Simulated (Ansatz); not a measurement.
Abridged output of a molecular run in Ansatz:

```
Functional definition: HF
1461 factors; integrals over basis functions are off by at most 1.0e-3 eV
mean field evaluation 1: about -15031.0958 eV, gradient 3.4e1 eV
mean field evaluation 2: about -15031.3835 eV, gradient 3.4e1 eV
mean field evaluation 4: about -15034.7129 eV, gradient 5.1e0 eV
mean field evaluation 8: about -15034.8208 eV, gradient 5.1e-1 eV
mean field evaluation 16: about -15034.8232 eV, gradient 2.1e-6 eV
mean field -15034.82317624 eV, -552.5195607575 hartree, gradient 2.1e-6 eV, S^2 0.000000; 0 other end points of the search recorded, 0 dependent functions left out
9 core orbitals not correlated: weight in the atoms' cores, before any rotation towards them, 1.000 or more for the frozen orbitals, at most 0.000 for the correlated occupied ones
reference -15034.82317624 eV, -552.5195607575 hartree; 14, 14 occupied and 227, 227 virtual orbitals, 1461 factors
second order -22.56593808 eV of doubles, -0.00000000 eV of singles
cycle   1  -22.91594430 eV  change   -3.5e-1 eV  update   1.3e-1
cycle   2  -23.52673100 eV  change   -6.1e-1 eV  update   4.2e-2
cycle   3  -23.70827428 eV  change   -1.8e-1 eV  update   2.3e-2
cycle   4  -23.70086372 eV  change    7.4e-3 eV  update   6.2e-3
cycle   5  -23.69916488 eV  change    1.7e-3 eV  update   3.0e-3
cycle   6  -23.69938936 eV  change   -2.2e-4 eV  update   9.1e-4
cycle   7  -23.69904175 eV  change    3.5e-4 eV  update   3.7e-4
cycle   8  -23.69905916 eV  change   -1.7e-5 eV  update   1.2e-4
cycle   9  -23.69910972 eV  change   -5.1e-5 eV  update   5.6e-5
cycle  10  -23.69909905 eV  change    1.1e-5 eV  update   2.2e-5
perturbative correction -1.19199371 eV, -0.0438049608 hartree
Total energy: -15059.71426900 eV, -553.4342915447 hartree
```

Its atoms:

```xyz
11

C     1.171    0.429    0.576
C    -0.129    0.222   -0.148
C    -0.760   -1.140   -0.101
C    -0.694    1.201   -0.802
S    -1.369    2.369   -1.581
H     1.935   -0.250    0.185
H     1.535    1.450    0.475
H     1.050    0.210    1.642
H    -0.080   -1.888   -0.523
H    -1.696   -1.175   -0.657
H    -0.964   -1.428    0.936
```

Task: Which basis set was used?
A. def2-TZVPPD
B. def2-SVPD
C. def2-TZVPP
D. def2-SVP

Result: C. It gives 250 functions.

Task: Write the keys of the input that set method, charge and spin (a neutral closed shell needs none for the last two).

Result: 
```yaml
correlation: {method: ccsd_t}
```
